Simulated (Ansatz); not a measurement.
Species: C₄H₄S, SMILES `c1ccsc1` with one electron removed (charge 1, multiplicity 2), formula C₄H₄S.

Task: How many basis functions does frozen-core CCSD(T)/cc-pVTZ // B3LYP-D3(BJ)/def2-TZVP in Ansatz (a program for electronic structure) use, how many core orbitals are frozen, and how many electrons are correlated?

Result: 210 basis functions and 9 frozen orbitals, which leaves 25 correlated electrons. Core time is of the order of minutes.
